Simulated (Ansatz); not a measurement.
**Two structures, one formula**

Two relaxed structures of C2H5Mg (charge -1), singlet (PBE0-D4/def2-TZVPD; forces vanish, vibrations not checked).

A:

```
8
angstrom
C -1.4057 1.2799 -1.3038
Mg -0.0879 0.1448 -0.3299
C 1.0578 -0.9911 1.0895
H -2.1784 0.8689 -1.9674
H -1.2040 2.3199 -1.5939
H 1.4094 -0.3648 1.9211
H 1.9456 -1.4590 0.6457
H 0.4631 -1.7986 1.5387
```

B:

| atom | x (Å) | y (Å) | z (Å) |
| --- | --- | --- | --- |
| C1 | -1.1269 | 0.6528 | -0.5514 |
| Mg2 | 1.4015 | -0.5095 | 0.8388 |
| C3 | -0.4201 | -0.4651 | -0.3332 |
| H4 | -2.0515 | 0.6976 | -1.1417 |
| H5 | -0.8110 | 1.6145 | -0.1395 |
| H6 | 1.9578 | 1.0566 | 1.5368 |
| H7 | 2.2854 | -2.0663 | 1.0769 |
| H8 | -0.8688 | -1.3485 | -0.8145 |

Ansatz 0.2.0; basis: def2-TZVPPD; cores frozen in the correlated methods. The outer core shell of Li, Na, Mg and K is correlated. The def2 sets are not built for correlating such inner shells, so the correlated values are less sure here. B3LYP uses VWN-RPA correlation.

Q: Which structure is lower at CCSD(T), and by how much? (An estimate is asked for; the value comes from the calculation.)

A: Computed: B, by 73.5 kJ/mol (electronic energy, against the other). By their contacts, A is C₂H₅Mg ([CH2][Mg][CH3]), total charge -1 and B is C₂H₅Mg ([CH2][CH][MgH2]), total charge -1.

All methods give the same order:

```csv
method,E(B) − E(A) (kJ/mol)
PBE-D4,-60.9
r2SCAN-D4,-70.2
PBE0-D4,-74.2
B3LYP-D4,-85.7
wB97M-V,-87.8
HF,-135.5
MP2,-56.6
CCSD,-82.8
CCSD(T),-73.5
```

The T1 diagnostic stays at or below 0.014. The highest PBE0 orbital of the anion lies well above zero, so the extra electron may be unbound in the gas phase. The restricted Hartree–Fock reference is unstable towards an unrestricted one at one or more of these structures.

Labels in which every atom is bracketed show which atoms are joined, not bond orders.

For scale, one of the runs: CCSD(T)/def2-TZVPPD, 194 basis functions, launched by `ansatz run in.yaml --threads 2 --pin off --events-out ev --progress --plain --max-ram 4352MiB`. The run took 22 s on 2 CPU threads of an Intel Xeon 6975P-C (shared host), with 2.6 GiB of host memory at its peak.
